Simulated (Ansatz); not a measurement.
**CH₃B (quintet): wave-function methods side by side, cc-pVDZ**

The task here is to estimate one member of a computed series from the others.

Method: cc-pVDZ, core rule «outside noble gas», up to 2 orbitals frozen; program: Ansatz 0.2.0, Gaussian basis.

Plan: UHF; CCSD(T) on ROHF; CCSD(T) on UHF; BCCD(T) on ROHF; CISD; CCSDT(Q) on ROHF; CCSDT(Q) on UHF; CASSCF and MRCISD+Q, 10 electrons in 11 orbitals; CASSCF and NEVPT2, 10 electrons in 11 orbitals.

22 further runs of the same task are left out: 1 for a mislabelled method, 6 that didn't finish, 15 set aside as unsound or not needed.

### What is computed

The geometry is a PBE0/def2-TZVP stationary point (not a proven minimum) of the parent state, kept for this charge and spin.

5 atoms, charge 0, spin multiplicity 5.

Atoms are counted from 1 here; the program's logs count them from 0.

Bond lengths: B1–C2 1.511 Å, B1–H3 1.194 Å, C2–H4 1.092 Å, C2–H5 1.087 Å. Angles: C2–B1–H3 128.3°, B1–C2–H4 123.5°, B1–C2–H5 123.0°, H4–C2–H5 113.6°.

Coordinates:

```
B     0.00000   -0.16673    0.82181
C     0.00000    0.06900   -0.67069
H     0.00000    0.64378    1.69808
H     0.00000    1.06230   -1.12337
H     0.00000   -0.74003   -1.39740
```

Set-up of the first run:

The input, in.yaml:

```yaml
crystal:
  periodic: [false, false, false]
  atoms:
    - {symbol: B, position_ang: [0.000000, -0.166725, 0.821814]}
    - {symbol: C, position_ang: [0.000000, 0.069000, -0.670687]}
    - {symbol: H, position_ang: [0.000000, 0.643783, 1.698084]}
    - {symbol: H, position_ang: [0.000000, 1.062299, -1.123373]}
    - {symbol: H, position_ang: [0.000000, -0.740028, -1.397397]}
basis:
  gaussian: {orbitals: cc-pVDZ}
magnetization: {spin_polarized: true, initial_magnetization: 4}
hamiltonian: {xc: hf}
output: {orbitals: {seedname: orbitals}}
```

Launch:

```
ansatz run in.yaml --threads 1 --pin off --events-out ev --progress --plain --max-ram 2393MiB
```

Steps of the session up to this table: UHF; CCSD(T) on ROHF; CCSD(T) on UHF; BCCD(T) on ROHF; CISD; CCSDT(Q) on ROHF; CCSDT(Q) on UHF; CASSCF and MRCISD+Q, 10 electrons in 11 orbitals; CASSCF and NEVPT2, 10 electrons in 11 orbitals.

One table of the session follows, with a row left open; its other results are not shown here.

It belongs to the step «Misses and costs». 

```
          method  from UCCSDT(Q) (meV)
            ROHF               +5677.7
             UHF               +5539.4
            RMP2               +1151.7
            UMP2                     ?
            CISD                +518.3
           RCCSD                +198.4
           UCCSD                +191.8
        RCCSD(T)                 +38.8
        UCCSD(T)                 +36.9
         BCCD(T)                 +36.5
          RCCSDT                 +11.2
          UCCSDT                  +9.5
       RCCSDT(Q)                  +2.0
       UCCSDT(Q)                     0
  CASSCF valence               +3617.0
  NEVPT2 valence                +839.7
  MRCISD valence                +223.5
MRCISD+Q valence                 +32.0
```

**Question.** Estimate the row for UMP2.

As computed: from UCCSDT(Q) (meV): +1126.6. In the column «from UCCSDT(Q) (meV)» it lies between NEVPT2 valence (+839.7) and RMP2 (+1151.7).

Limits of these values: Restricted and unrestricted rows rest on different reference determinants; where their highest levels disagree by more than a few hundredths of an eV, they describe different states and don't form one ladder.
